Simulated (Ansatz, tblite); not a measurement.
**The cluster K2S: rung by rung**

An exercise on one series of results from a longer session: the logs are not shown, and one member is left open.

Computed with Ansatz 0.2.0, Gaussian basis. Level: as each input shows.

The runs, in order: GFN1-xTB, GFN2-xTB, PBE-D4/def2-TZVP, r2SCAN-D4/def2-TZVP, ωB97M-V/def2-TZVP, B3LYP-D4/def2-TZVP, LDA/def2-TZVP, B97M-V/def2-TZVP, revPBE-D4/def2-TZVP, PBE-D4/def2-SVP, PBE0-D4/def2-SVP, PBE0-D4/def2-TZVPD, PBE-D4/def2-TZVPD, r2SCAN-D4/def2-TZVPD, CCSD(T)/def2-TZVPP, MP2/def2-TZVP, RPA/def2-TZVP, CCSD(T)/def2-TZVPD.

1 further run of the same task is left out (set aside as unsound or not needed). Runs told in other sessions of the task aren't counted.

## The relaxed structure

The singlet was relaxed beforehand with r2SCAN-D4/def2-TZVP. At that level it is the lowest of the isomers that a small search found.

3 atoms, charge 0, spin multiplicity 1.

Bond lengths: K1–S3 2.743 Å, K2–S3 2.743 Å. Angles: K1–S3–K2 178.6°.

As a file:

```
K     0.4836   -2.0656    1.7385
K    -0.4646    2.0744   -1.7332
S    -0.0190   -0.0088   -0.0053
```

PBE0-D4/def2-TZVP was run before; its log isn't repeated, and its numbers join the tables.

The first run:

Tight binding, by tblite at 300 K electronic temperature and without a spin-polarisation term:

```python
tblite.interface.Calculator('GFN1-xTB', numbers, positions, charge=0, uhf=0).singlepoint()
```

Tight binding, by tblite at 300 K electronic temperature and without a spin-polarisation term:

```python
tblite.interface.Calculator('GFN2-xTB', numbers, positions, charge=0, uhf=0).singlepoint()
```

start.molden holds the orbitals of an earlier run on this state, given as this run's starting guess.

The input, in.yaml:

```yaml
crystal:
  periodic: [false, false, false]
  atoms:
    - {symbol: K, position_ang: [0.483606, -2.065626, 1.738454]}
    - {symbol: K, position_ang: [-0.464559, 2.074395, -1.733197]}
    - {symbol: S, position_ang: [-0.019047, -0.008769, -0.005257]}
basis:
  gaussian: {orbitals: def2-TZVP, initial_orbitals: start.molden}
hamiltonian: {xc: pbe, dispersion: d4}
scf: {omitted_lower_state_checks: [starts]}
output: {orbitals: {seedname: orbitals}}
```

Started as:

```
ansatz run in.yaml --threads 4 --pin off --events-out ev --progress --plain --max-ram 3916MiB
```

Among the steps run: PBE-D4/def2-TZVP; r2SCAN-D4/def2-TZVP; ωB97M-V/def2-TZVP; B3LYP-D4/def2-TZVP; LDA/def2-TZVP; B97M-V/def2-TZVP; revPBE-D4/def2-TZVP; PBE-D4/def2-SVP; PBE0-D4/def2-SVP; PBE0-D4/def2-TZVPD; PBE-D4/def2-TZVPD; r2SCAN-D4/def2-TZVPD; CCSD(T)/def2-TZVPP; MP2/def2-TZVP; RPA/def2-TZVP; CCSD(T)/def2-TZVPD.

One of the session's tables, all rows but one given; the rest of the session is left out.

It belongs to the step «Levels side by side». 

| level | HOMO (eV) | LUMO (eV) | gap (eV) |
| --- | --- | --- | --- |
| LDA/def2-TZVP | -2.45 | -1.30 | 1.15 |
| PBE-D4/def2-SVP | -2.21 | -1.36 | 0.84 |
| PBE-D4/def2-TZVP | ? | ? | ? |
| PBE-D4/def2-TZVPD | -2.37 | -1.32 | 1.05 |
| revPBE-D4/def2-TZVP | -2.23 | -1.27 | 0.96 |
| r2SCAN-D4/def2-TZVP | -2.25 | -0.66 | 1.59 |
| r2SCAN-D4/def2-TZVPD | -2.31 | -0.70 | 1.61 |
| B97M-V/def2-TZVP | -2.37 | -1.19 | 1.18 |
| B3LYP-D4/def2-TZVP | -2.97 | -1.03 | 1.94 |
| PBE0-D4/def2-SVP | -2.94 | -0.83 | 2.11 |
| PBE0-D4/def2-TZVP | -3.08 | -0.75 | 2.33 |
| PBE0-D4/def2-TZVPD | -3.13 | -0.80 | 2.33 |
| ωB97M-V/def2-TZVP | -5.06 | -0.14 | 4.92 |

Q: Estimate the row for PBE-D4/def2-TZVP from the others.

The run gave: HOMO (eV): -2.30; LUMO (eV): -1.28; gap (eV): 1.02. In the column «HOMO (eV)» it lies between r2SCAN-D4/def2-TZVPD (-2.31) and r2SCAN-D4/def2-TZVP (-2.25).
